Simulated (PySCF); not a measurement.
## C5H12N: g tensor and hyperfine couplings

Compound: C5H12N (doublet state).
Geometry (GFN2-xTB, Å), atoms numbered from 1 in this order:
```
atom  x, y, z in Å
C1    -0.6302   -0.7968   -1.3231
C2    -0.1057   -0.0843   -0.0743
C3     0.1086   -1.1072    1.0443
C4    -1.1196    0.9732    0.3694
C5     1.2352    0.5971   -0.4237
N6     1.9186    1.3337    0.5365
H7    -1.5807   -1.2815   -1.1110
H8    -0.7842   -0.0886   -2.1351
H9     0.0718   -1.5575   -1.6589
H10    0.5011   -0.6311    1.9410
H11    0.8150   -1.8734    0.7305
H12   -0.8310   -1.5905    1.3026
H13   -2.0638    0.5046    0.6377
H14   -0.7567    1.5253    1.2343
H15   -1.3038    1.6843   -0.4334
H16    1.9436   -0.1658   -0.8004
H17    1.1014    1.2610   -1.2976
H18    1.4717    1.3038    1.4495
```

The hyperfine couplings belong to this conformer and change with its torsions.

As a line formula: `CC(C)(C)C[NH]` [radical].

Method: UKS B3LYP, pcH-1 on C H N, non-relativistic, mean-field spin-orbit, GIAO (PySCF). The structure is a single GFN2-xTB conformer in the gas phase; no vibrational or solvent corrections. Couplings are sensitive to structure, and on GFN2-xTB geometries they can be far from those on DFT ones. Stability of the SCF solution: not tested.

```
g1, g2, g3        : 2.00214, 2.00377, 2.00753
g_iso             : 2.00448
Form of g         : rhombic: the two nearest values differ by 30 % of g3 − g1
⟨S²⟩              : 0.7535 (exact 0.7500)
α and β electrons : 25, 24
Total energy      : -252.47475 Eh
```

Isotropic coupling and dipolar principal values T1 to T3, in MHz:

| atom | isotope | a_iso | T1 | T2 | T3 | Mulliken spin population |
| --- | --- | --- | --- | --- | --- | --- |
| C1 | 13C | -0.9 | -0.5 | 0.0 | 0.5 | 0.00 |
| C2 | 13C | -2.2 | -0.9 | -0.8 | 1.7 | 0.01 |
| C3 | 13C | -1.1 | -0.8 | -0.1 | 0.9 | 0.00 |
| C4 | 13C | -1.3 | -0.9 | 0.1 | 0.8 | 0.00 |
| C5 | 13C | -37.2 | -5.3 | 1.5 | 3.9 | -0.09 |
| N6 | 14N | 31.1 | -43.4 | -42.6 | 86.0 | 0.96 |
| H7 | 1H | -0.7 | -0.9 | -0.7 | 1.6 | 0.00 |
| H8 | 1H | 0.5 | -1.4 | -1.2 | 2.7 | 0.00 |
| H9 | 1H | 0.3 | -1.5 | -1.2 | 2.7 | 0.00 |
| H10 | 1H | 1.5 | -3.2 | -3.0 | 6.2 | 0.00 |
| H11 | 1H | -0.1 | -2.0 | -1.7 | 3.8 | 0.00 |
| H12 | 1H | -0.5 | -1.2 | -1.0 | 2.2 | 0.00 |
| H13 | 1H | -0.8 | -1.2 | -1.0 | 2.2 | 0.00 |
| H14 | 1H | 1.5 | -3.5 | -3.1 | 6.6 | 0.00 |
| H15 | 1H | -0.1 | -2.0 | -1.8 | 3.8 | 0.00 |
| H16 | 1H | 184.1 | -7.6 | -3.5 | 11.0 | 0.08 |
| H17 | 1H | 156.1 | -7.3 | -3.8 | 11.2 | 0.07 |
| H18 | 1H | -59.3 | -52.6 | -8.4 | 61.1 | -0.03 |

The largest Mulliken spin populations are on N6 (+0.96), C5 (-0.09), H16 (+0.08) and H17 (+0.07). N6 is the only atom above +0.15. The positive populations add up to 1.12 and the negative ones to -0.12, together 2S = 1.

Under fast tumbling the dipolar parts average out, and these isotropic splittings remain: 2 × 1H (H16/H17, I = 1/2, 3 lines) with 6.06 mT, 1 × 1H (H18, I = 1/2, 2 lines) with 2.11 mT and 1 × 14N (N6, I = 1, 3 lines) with 1.11 mT.

Nuclei that the bonding pattern makes equivalent are averaged, as if the motion that swaps them (rotation, inversion, ring flip) were fast. The 1H value of +170.1 MHz is a mean of couplings from 156.1 to 184.1 MHz in this one geometry, not an average over conformers.

The 13C coupling of C5 (-37.2 MHz) shows only in satellite lines or after enrichment, since that isotope makes up about 1.07 % of natural carbon.

The spin density at the nucleus, in bohr⁻³, is negative for C5 (-0.0331), H18 (-0.0133) and C2 (-0.0019), for instance. A restricted open-shell determinant has no negative spin density anywhere; here it arises because α and β orbitals differ (spin polarisation).
